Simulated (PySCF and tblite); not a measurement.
Results of a calculation; reference values are marked as such.
C₄H₉N, numbered as in [CH3:1][CH:2]1[CH2:3][NH:4][CH2:5]1.

The ensemble was built from 90 distance-geometry starts (ETKDG and KDG, MMFF94s, GFN2-xTB) and rests on GFN2-xTB geometries. Free energies are PBE0-D3(BJ)/def2-TZVP (IEF-PCM, chloroform) single points with GFN2-xTB rigid-rotor and vibrational terms (modes under about 100 cm⁻¹ blended into free rotors). Symmetry numbers and mirror images are counted. Conformers within 2.5 kcal/mol (GFN2-xTB free energy) were kept, 5 at most. GIAO shieldings: KT3/pcSseg-1 (IEF-PCM, chloroform). Shifts are against TMS (¹H), TMS (¹³C) at the same level; of two unlike H on one atom, a is the less shielded. Programs: PySCF with density fitting and tblite.

The 4-ring runs over atoms 2–3–4–5.

| conformer | shape | symmetry | E(GFN2) kcal/mol | E(DFT) kcal/mol |
| --- | --- | --- | --- | --- |
| 1 | 4-ring puckered (ring torsions -14, 14, -13, 13°) | Cs | 0.00 | 0.00 |
| 2 | 4-ring puckered (ring torsions 13, -13, 13, -13°) | Cs | 0.08 | 0.35 |

(1) How much do the weights at 298.15 K and the averaged shift of H3a/H5a depend on how the conformers are weighted?

Results:

(1) 
```json
{"weighting": "DFT energy with thermal terms, symmetry and mirror images (full scheme)", "1 (%)": "66", "2 (%)": "34", "δ (ppm)": "4.02", "rms dipole (D)": "1.55"}
{"weighting": "DFT energy with symmetry and mirror images", "1 (%)": "64", "2 (%)": "36", "δ (ppm)": "4.02", "rms dipole (D)": "1.55"}
{"weighting": "bare DFT energy", "1 (%)": "64", "2 (%)": "36", "δ (ppm)": "4.02", "rms dipole (D)": "1.55"}
{"weighting": "GFN2-xTB energy with symmetry and mirror images", "1 (%)": "53", "2 (%)": "47", "δ (ppm)": "4.07", "rms dipole (D)": "1.56"}
{"weighting": "GFN2-xTB free energy", "1 (%)": "55", "2 (%)": "45", "δ (ppm)": "4.06", "rms dipole (D)": "1.56"}
{"weighting": "leading conformer alone", "1 (%)": "100", "2 (%)": "0", "δ (ppm)": "3.89", "rms dipole (D)": "1.51"}
{"weighting": "equal weights", "1 (%)": "50", "2 (%)": "50", "δ (ppm)": "4.08", "rms dipole (D)": "1.56"}
```

The largest departure from the full scheme, 0.13 ppm, comes with: leading conformer alone.
